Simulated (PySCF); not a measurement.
# USVWN5/def2-TZVPPD run of SO (sulfur oxide)

Aim: the energy change on altering one bond length of SO (sulfur oxide) at USVWN5/def2-TZVPPD, from 2 runs. Input form: a Python script.

Program for the calculation: PySCF 2.14.0.

1 further run of the same task is left out (set aside as unsound or not needed).

## 1. Starting point

SO: 2 atoms, total charge 0, spin state triplet. As SMILES, `O=S`. Geometry: the measured bond length.

Bond lengths: O1–S2 1.481 Å.

## 2. The energy at USVWN5/def2-TZVPPD

run.py reads:

```python
from pyscf import gto, dft

mol = gto.M(
    atom='''
O    0.000000   0.000000   0.000000
S    0.000000   0.000000   1.481087
''',
    spin=2,
    charge=0,
    basis='def2-tzvppd',
    max_memory=1860,
    verbose=3,
)

myscf = dft.UKS(mol, xc='svwn')
myscf.grids.level = 5
myscf.conv_tol = 1e-10
myscf.kernel()
if not myscf.converged:
    myscf = myscf.newton().run(myscf.mo_coeff, myscf.mo_occ)

energy = myscf.e_tot
print(f'total energy: {energy:.8f} hartree')
```

Started as:

```
$ OMP_NUM_THREADS=1 python run.py
```

The program printed:

```text
WARN: HOMO -0.218682533680844 >= LUMO -0.218682533680847

converged SCF energy = -471.51968354253  <S^2> = 2.0029248  2S+1 = 3.0019492
total energy: -471.51968354 hartree
```

Run time: 8.4 s. Hardware: 1 thread of Intel Xeon Platinum 8175M at 2.50GHz (Skylake/Cascade Lake), shared host; peak memory 0.29 GiB.

## 3. The distorted shape, same level

job.py reads:

```python
from pyscf import gto, dft

mol = gto.M(
    atom='''
O    0.000000   0.000000  -1.184913
S    0.000000   0.000000   1.481087
''',
    spin=2,
    max_memory=1860,
    verbose=3,
    basis='def2-tzvppd',
)

ks = dft.UKS(mol, xc='svwn')
ks.grids.level = 5
ks.conv_tol = 1e-10
ks.kernel()
if not ks.converged:
    ks = ks.newton().run(ks.mo_coeff, ks.mo_occ)

energy = ks.e_tot
print('Final energy', energy)
```

Started as:

```
$ OMP_NUM_THREADS=1 python job.py
```

The program printed:

```text
WARN: HOMO -0.258998599029095 >= LUMO -0.258998599029184

WARN: HOMO -0.155328546492925 >= LUMO -0.15965494343356

SCF not converged.
SCF energy = -471.290797167414 after 50 cycles  <S^2> = 2.2703782  2S+1 = 3.1751398
converged SCF energy = -471.290797205708  <S^2> = 2.2703869  2S+1 = 3.1751453
Final energy -471.2907972057077
```

It took 19 s on 1 thread of Intel Xeon Platinum 8175M at 2.50GHz (Skylake/Cascade Lake), shared host; peak memory 0.3 GiB.

## 4. Results

At USVWN5/def2-TZVPPD:

| quantity | value |
| --- | --- |
| first shape: total energy | -471.51968 Eh |
| first shape: dipole moment | 1.40 D |
| first shape: HOMO energy (highest over α and β) | -6.16 eV |
| first shape: LUMO energy (lowest over α and β) | -4.74 eV |
| first shape: ⟨S²⟩ | 2.003 |
| distorted shape: total energy | -471.29080 Eh |
| distorted shape: dipole moment | 1.57 D |
| distorted shape: HOMO energy (highest over α and β) | -7.50 eV |
| distorted shape: LUMO energy (lowest over α and β) | -7.27 eV |
| distorted shape: ⟨S²⟩ | 2.270 |
| energy change with the O1–S2 bond stretched from 1.481 to 2.666 Å | 6.228 eV |

In words: With the O1–S2 bond stretched from 1.481 to 2.666 Å the energy rises by 6.23 eV (144 kcal/mol). The first shape isn't relaxed at this level, so the change isn't measured from a minimum. ⟨S²⟩ (distorted shape) is 2.27 where a pure triplet has 2.00: the reference is spin-contaminated.
